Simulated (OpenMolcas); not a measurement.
## A ladder of methods for PH3 (SMILES P)

PH3 has 4 atoms, charge 0, and is taken as a singlet. As SMILES, `P`. Geometry: relaxed at PBE0-D4/def2-TZVP.

```xyz
4

P     0.3460   -0.3265   -0.3328
H     0.6309   -0.0340    1.0270
H    -1.0055   -0.6630   -0.0572
H     0.0287    1.0235   -0.6369
```

Quantity: the energy change with the P1–H3 bond stretched from 1.420 to 1.775 Å, in eV. The values are calculated.

```
                      level                   kind     program  value (eV)  less FCI/STO-3G  CPU time (all runs)
     HF/STO-3G (restricted)           Hartree–Fock  OpenMolcas        1.60            +0.51                  3 s
  SVWN5/STO-3G (restricted)                    LDA  OpenMolcas        1.10            +0.01                5.2 s
    PBE/STO-3G (restricted)                    GGA  OpenMolcas        1.04            -0.05                5.6 s
 r2SCAN/STO-3G (restricted)               meta-GGA  OpenMolcas        1.14            +0.05                  7 s
  B3LYP/STO-3G (restricted)          global hybrid  OpenMolcas        1.15            +0.06                5.8 s
 M06-2X/STO-3G (restricted)        hybrid meta-GGA  OpenMolcas        1.30            +0.21                6.3 s
 B2PLYP/STO-3G (restricted)          double hybrid  OpenMolcas        1.24            +0.15                5.5 s
CCSD(T)/STO-3G (restricted)  coupled cluster or CI  OpenMolcas        1.09             0.00                3.8 s
                 FCI/STO-3G     exact in the basis  OpenMolcas        1.09             0.00                3.5 s
```

FCI/STO-3G is exact within its basis and frozen core, so for wave-function methods in that basis the difference is their error; functionals converge differently with the basis, so for them it is only a difference. The first shape isn't each level's own minimum. The values span 1.04 to 1.60 eV. All rows use very small basis sets, so even the best lies far from the true value. CPU times are rough (shared hosts, several kinds of processor): they show what a rung costs within a factor of a few.
